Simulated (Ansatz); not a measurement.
A made-up structure of AlH₂SO (charge -1), closed shell:

```
atom    x (Å)    y (Å)    z (Å)
  O1  -1.1412   0.4542  -0.4913
 Al2   0.4240   0.1243   0.2125
  S3   1.2604  -1.7772   0.4125
  H4   2.0081  -2.9019   0.5720
  H5   1.0252   1.5556   0.6419
```

It is relaxed with PBE-D4/def2-SVPD and then PBE0-D4/def2-TZVPD (Ansatz 0.2.0). Atoms count as bonded within 1.22 times the sum of their covalent radii (H–H: 0.88 Å). The end point is not checked to be a true minimum.

(1) Does its bonding change? (Judge from chemistry; the calculation decides.)

## Answers

(1) By the calculation: No: no bond forms or breaks.

Where it ends: The first stage lowers the energy by 1.59 eV in 9 steps. It ends as AlH₂SO ([O][AlH][SH]), total charge -1:
O1  (-1.184, 0.526, -0.477)
Al2  (0.253, 0.034, 0.114)
S3  (0.917, -2.145, 0.214)
H4  (2.105, -1.844, 0.762)
H5  (1.485, 0.884, 0.735)
(Å)

Labels in which every atom is bracketed show which atoms are joined, not bond orders.

For scale, one of the runs: PBE0-D4/def2-TZVPD relaxation, 147 basis functions, launched by `ansatz run in.yaml --threads 2 --pin off --events-out ev --progress --plain --max-ram 4352MiB`. The run took about 20 s on 2 CPU threads of an Arm Neoverse V1 (shared host).
